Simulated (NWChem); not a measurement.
Everything below was run with NWChem. System: CH2Cl2, charge 0, spin multiplicity 1, displaced from the optimised geometry. Level: MP2/cc-pVDZ, 11 core orbitals frozen, spin-restricted.

Input file:

```
start mol
memory heap 200 mb stack 900 mb global 1100 mb
geometry units angstroms nocenter noautoz noautosym
  Cl     1.477608     0.000000     0.214511
  C      0.000000     0.000000    -0.755926
  Cl    -1.477608     0.000000     0.214511
  H      0.000000     0.901498    -1.378902
  H      0.000000    -0.766273    -1.285455
end
basis spherical
  * library cc-pvdz
end
scf
  rhf
  nopen 0
  maxiter 100
  thresh 1e-7
  semidirect memsize 60000000 filesize 0
end
mp2
  freeze core 11
end
task mp2 energy
```

Part of the output:

```
             Northwest Computational Chemistry Package (NWChem) 7.3.0
             --------------------------------------------------------

                                NWChem Input Module
                                -------------------

 Scaling coordinates for geometry "geometry" by  1.889725989
 (inverse scale =  0.529177249)

                             Geometry "geometry" -> ""
                             -------------------------

 Output coordinates in angstroms (scale by  1.889725989 to convert to a.u.)

  No.       Tag          Charge          X              Y              Z
 ---- ---------------- ---------- -------------- -------------- --------------
    1 Cl                  17.0000     1.47760800     0.00000000     0.21451100
    2 C                    6.0000     0.00000000     0.00000000    -0.75592600
    3 Cl                  17.0000    -1.47760800     0.00000000     0.21451100
    4 H                    1.0000     0.00000000     0.90149800    -1.37890200
    5 H                    1.0000     0.00000000    -0.76627300    -1.28545500

 Effective nuclear repulsion energy (a.u.)     135.1166708515

            Nuclear Dipole moment (a.u.)
            ----------------------------
        X                 Y               Z
 ---------------- ---------------- ----------------
     0.0000000000     0.2555381968     0.1766156806


 Summary of "ao basis" -> "" (spherical)
 ------------------------------------------------------------------------------
       Tag                 Description            Shells   Functions and Types
 ---------------- ------------------------------  ------  ---------------------
 *                          cc-pvdz                   on all atoms

 Summary of "ao basis" -> "ao basis" (spherical)
 ------------------------------------------------------------------------------
       Tag                 Description            Shells   Functions and Types
 ---------------- ------------------------------  ------  ---------------------
 Cl                         cc-pvdz                  8       18   4s3p1d
 C                          cc-pvdz                  6       14   3s2p1d
 H                          cc-pvdz                  3        5   2s1p

                                 NWChem SCF Module
                                 -----------------

  ao basis        = "ao basis"
  functions       =    60
  atoms           =     5
  closed shells   =    21
  open shells     =     0
  charge          =   0.00
  wavefunction    = RHF
  use symmetry    = F
  symmetry adapt  = F

 Summary of "ao basis" -> "ao basis" (spherical)
 ------------------------------------------------------------------------------
       Tag                 Description            Shells   Functions and Types
 ---------------- ------------------------------  ------  ---------------------
 Cl                         cc-pvdz                  8       18   4s3p1d
 C                          cc-pvdz                  6       14   3s2p1d
 H                          cc-pvdz                  3        5   2s1p

 Forming initial guess at       0.0s

      Superposition of Atomic Density Guess
      -------------------------------------

 Sum of atomic energies:        -957.61479706

      Non-variational initial energy
      ------------------------------

 Total energy =    -958.632493
 1-e energy   =   -1590.427616
 2-e energy   =     496.678452
 HOMO         =      -0.358951
 LUMO         =       0.048300

 Starting SCF solution at       1.3s
[...]
    43     -0.506336  3 Cl px                 4     -0.414019  1 Cl s
    36     -0.414019  3 Cl s                 13      0.225221  1 Cl pz
    45      0.225221  3 Cl pz                20      0.206101  2 C  s

 Vector   23  Occ=0.000000D+00  E= 2.034803D-01
              MO Center=  1.4D-12,  5.3D-01, -9.0D-01, r^2= 4.0D+00
   Bfn.  Coefficient  Atom+Function         Bfn.  Coefficient  Atom+Function
  ----- ------------  ---------------      ----- ------------  ---------------
    52      1.636296  4 H  s                 27      1.211815  2 C  pz
    21     -0.673222  2 C  s                 57      0.608794  5 H  s
     4     -0.500598  1 Cl s                 11      0.501991  1 Cl px
    36     -0.500598  3 Cl s                 43     -0.501991  3 Cl px
    26     -0.447410  2 C  py                24      0.344051  2 C  pz

 Vector   24  Occ=0.000000D+00  E= 2.109951D-01
              MO Center= -1.9D-12, -1.7D-03, -3.1D-01, r^2= 3.6D+00
   Bfn.  Coefficient  Atom+Function         Bfn.  Coefficient  Atom+Function
  ----- ------------  ---------------      ----- ------------  ---------------
    25      1.304651  2 C  px                 4     -0.738342  1 Cl s
    36      0.738342  3 Cl s                 13      0.554074  1 Cl pz
    45     -0.554074  3 Cl pz                11      0.540656  1 Cl px
    43      0.540656  3 Cl px                22      0.448102  2 C  px
    10      0.160609  1 Cl pz                42     -0.160609  3 Cl pz

 center of mass
 --------------
 x =   0.00000000 y =   0.00306763 z =   0.07306698

 moments of inertia (a.u.)
 ------------------
          53.358623303478           0.000000000000           0.000000000000
           0.000000000000         593.611198793101           0.947606045266
           0.000000000000           0.947606045266         550.327303045717

  Mulliken analysis of the total density
  --------------------------------------

    Atom       Charge   Shell Charges
 -----------   ------   -------------------------------------------------------
    1 Cl  17    17.12   2.00  2.01  0.93  0.99  6.00  3.04  2.11  0.04
    2 C    6     5.94   2.00  0.67  0.43  1.97  0.75  0.11
    3 Cl  17    17.12   2.00  2.01  0.93  0.99  6.00  3.04  2.11  0.04
    4 H    1     0.88   0.74  0.10  0.03
    5 H    1     0.93   0.83  0.07  0.04

       Multipole analysis of the density wrt the origin
       ------------------------------------------------

     L   x y z        total         open         nuclear
     -   - - -        -----         ----         -------
     0   0 0 0     -0.000000      0.000000     42.000000

     1   1 0 0      0.000000      0.000000      0.000000
     1   0 1 0      0.008180      0.000000      0.255538
     1   0 0 1     -0.761458      0.000000      0.176616

     2   2 0 0    -25.504132      0.000000    265.091044
     2   1 1 0     -0.000000      0.000000      0.000000
     2   1 0 1      0.000000      0.000000      0.000000
     2   0 2 0    -23.306366      0.000000      4.999036
     2   0 1 1     -0.066902      0.000000     -0.921577
     2   0 0 2    -22.020219      0.000000     30.521240

                   NWChem MP2 Semi-direct Energy/Gradient Module
                   ---------------------------------------------

  Basis functions       =     60
  Molecular orbitals    =     60
  Frozen core           =     11
  Frozen virtuals       =      0
  Active alpha occupied =     10
  Active beta occupied  =     10
  Active alpha virtual  =     39
  Active beta virtual   =     39
  Use MO symmetry       = F
  Use skeleton AO sym   = F

  AO/Fock/Back tols     =   1.0D-09  1.0D-09  1.0D-09

 GA uses MA = F    GA memory limited = T

 Available:
  local mem=  1.26D+08
 global mem=  1.44D+08
 local disk=  0.00D+00
  mp2_memr nvloc                    39
  nvloc new                    39
   1 passes of  10:        3145728                      17289                   2431483.
   1 passes of  10: M    126152512           G      144172000           F     123006784.

 Semi-direct pass number   1 of   1  for RHF alpha+beta  at        1.5s
  vrange nnbf                  1829
  mp2_eaftype                    10  avail_ma_in_mb                  1099
 EAF : mp2_eaftype filesize          10    1215741.
  mp2_eaf for mointskh                     10
Node 0 wrote      5.7 Mb in      0.0 s     Agg I/O rate:  1426.9 Mb/s
 Done moints_semi at        4.3s
  mp2_eaftype                    10  avail_ma_in_mb                  1089
 EAF : mp2_eaftype filesize          10    1215741.
  mp2_eaf for kh                    10
 Done maket at        4.3s
 Done multipass loop at        4.3s

          -------------------------------------------
          SCF energy                -958.009821256432
          Correlation energy          -0.412124854680
          Singlet pairs               -0.251990219519
          Triplet pairs               -0.160134635162
          Total MP2 energy          -958.421946111112
          -------------------------------------------

          ---------------------------------------------------
                    Spin Component Scaled (SCS) MP2
          Same spin pairs                     -0.106756423441
          Same spin scaling factor             0.333333333333
          Opposite spin pairs                 -0.305368431239
          Opposite spin scaling fact.          1.200000000000
          SCS-MP2 correlation energy          -0.402027591968
          Total SCS-MP2 energy              -958.411848848400
          ---------------------------------------------------

 -----------------------
 Performance information
 -----------------------

 Timer overhead =  9.65D-08 seconds/call

               Nr. of calls         CPU time (s)                 Wall time (s)                GFlops
             ---------------    -------------------     ------------------------------   -------------------
Name         Min   Avg   Max    Min     Avg     Max     Min     Avg     Max   Mx/calls   Min     Max     Sum
mp2: moin     1     1     1    2.8     2.8     2.8      2.8     2.8     2.8     2.8      0.0     0.0     0.0
mp2: make     1     1     1   2.09E-2 2.09E-2 2.09E-2  2.09E-2 2.09E-2 2.09E-2 2.09E-2   0.0     0.0     0.0
mp2: tota     1     1     1    2.9     2.9     2.9      2.9     2.9     2.9     2.9      0.0     0.0     0.0

 The average no. of pstat calls per process was 3.00D+00
 with a timing overhead of 2.89D-07s

 Task  times  cpu:        4.3s     wall:        4.3s

 Total times  cpu:        4.3s     wall:        4.3s
```
